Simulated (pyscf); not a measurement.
This saddle point was located with ωB97X-D3(BJ)/def2-SVP in PySCF.

```xyz
8

Sb     1.4952    -0.6623    -0.2583
H      0.2341     0.7742     0.4811
H      1.4887    -1.9271     0.8931
H      0.2955    -1.4372    -1.1919
In    -0.7357    -0.2721     1.7973
H     -0.5769     1.4382     1.0050
H      0.1566    -0.2047     3.2410
H     -2.0620    -1.0643     1.1003
```
Charge 0, spin multiplicity 1.

Surface: singlet, charge 0. Lowest wavenumbers (cm⁻¹): 1369i, 96, 140, 327, 409.

**Question.** Which two sides does it connect, and which bonds change?

**Answer.** SbH₃ + InH₃ <-> H₂In–SbH₂ + hydrogen (H₂), a four-centre exchange read from left to right: H–Sb, H–In broken and In–Sb, H–H formed. At ωB97M-D3(BJ)/def2-TZVP it lies +21.3 kcal/mol from the left side and +35.5 kcal/mol from the right (each side as separated species at their lowest minima found). On the reactant side the descent ends in a complex, 6.9 kcal/mol under the separated species and 22.2 kcal/mol under the saddle at ωB97X-D3(BJ)/def2-TZVP. At the saddle there is also a short H–In contact that neither side keeps. At ωB97X-D3(BJ)/def2-TZVP the barrier from the zero used here is 15.3 kcal/mol. This is the saddle that the search found; another between the same sides may lie lower. Elements past Kr carry the def2 core potentials, without spin-orbit coupling.
